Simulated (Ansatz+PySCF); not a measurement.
# triplet NH: levels of theory in one basis

| atom | x (Å) | y (Å) | z (Å) |
| --- | --- | --- | --- |
| N | 0.0000 | 0.0000 | -0.2028 |
| H | 0.0000 | 0.0000 | 1.4197 |

Basis set: 6-31G (spherical functions). Correlated methods keep 1 orbital frozen. Correlation on ROHF uses semicanonical orbitals with singles. Charge 0, multiplicity 3.

Computed with Ansatz (development build ahead of 0.2.0) and PySCF 2.14.0; each method stands on the lowest determinant of its kind that the runs found.

| method | E − E(ROHF) (eV) | <S²> of the determinant |
| --- | --- | --- |
| ROHF | 0.00 | – |
| UHF | -1.16 | 2.62 |
| UHF-MP2 | -2.17 | 2.62 |
| ROHF-CCSD | -2.93 | – |
| UHF-CCSD | -2.94 | 2.62 |
| ROHF-CCSD(T) | -2.98 | – |
| UHF-CCSD(T) | -2.98 | 2.62 |
| full CI (lowest root of this spin) | -3.00 | – |

What does ROHF-MP2 give on the same scale?

-2.08 eV.

At such a shape the full CI root can have another spatial symmetry than the determinants, so the rows needn't describe one state.

Is a single determinant a sound starting point here?

It is doubtful. Unrestricted orbitals lower Hartree–Fock by 1.16 eV and <S²> is 2.62 where a pure state has 2.00, a sign of strong static correlation.

Caution for ROHF, ROHF-MP2, ROHF-CCSD, ROHF-CCSD(T): an unrestricted determinant lies well below. Caution for UHF, UHF-MP2, UHF-CCSD, UHF-CCSD(T): the unrestricted determinant is spin contaminated. Caution for ROHF-MP2, UHF-MP2, ROHF-CCSD, UHF-CCSD, ROHF-CCSD(T), UHF-CCSD(T): bonds are stretched, where a single reference can fail.
